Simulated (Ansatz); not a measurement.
# C3H3NO2: the cost of one run

Method: RHF/6-31G*, in Ansatz 0.2.0.

**1. The structure to begin with**

Bond lengths: N1–C2 1.226 Å, C2–C3 1.460 Å, C3–O4 1.389 Å, C3–C5 1.311 Å, C5–O6 1.389 Å, O4–H7 0.997 Å, C5–H8 1.067 Å, O6–H9 0.981 Å. Angles: N1–C2–C3 177.8°, C2–C3–O4 113.6°, C2–C3–C5 121.4°, O4–C3–C5 124.8°, C3–O4–H7 104.5°, C3–C5–O6 125.0°, C3–C5–H8 123.3°, O6–C5–H8 111.7°, C5–O6–H9 112.5°.

As a file:

```xyz
9

N     2.1007   -1.7481    1.0060
C     1.2890   -1.0787    0.3772
C     0.3358   -0.3107   -0.4188
O     0.5618   -0.3901   -1.7867
C    -0.5701    0.4487    0.1470
O    -0.7406    0.6008    1.5166
H    -0.1638    0.1608   -2.1911
H    -1.2466    1.0619   -0.4044
H    -1.4777    1.2091    1.7370
```

**2. End point A**

input.yaml

```yaml
crystal:
  periodic: [false, false, false]
  atoms:
    - { symbol: "N", position_ang: [2.1007, -1.7481, 1.006] }
    - { symbol: C, position_ang: [1.289, -1.0787, 0.3772] }
    - { symbol: C, position_ang: [0.3358, -0.3107, -0.4188] }
    - { symbol: O, position_ang: [0.5618, -0.3901, -1.7867] }
    - { symbol: C, position_ang: [-0.5701, 0.4487, 0.147] }
    - { symbol: O, position_ang: [-0.7406, 0.6008, 1.5166] }
    - { symbol: H, position_ang: [-0.1638, 0.1608, -2.1911] }
    - { symbol: H, position_ang: [-1.2466, 1.0619, -0.4044] }
    - { symbol: H, position_ang: [-1.4777, 1.2091, 1.737] }
basis:
  gaussian: { orbitals: "6-31G*" }
hamiltonian:
  xc: hf
relax:
  f_tol: 0.015
  max_steps: 40
```

Launch:

```sh
$ ansatz run input.yaml --threads 1 --pin off --max-ram 2048MiB --backend cpu --events-out ev --progress --plain --runs-dir out
```

**Question.** How long does this run take on 1 thread of Intel Xeon Platinum 8488C (Sapphire Rapids), shared host, and how much memory does it need?

About 20 s, with a peak of 0.19 GiB.
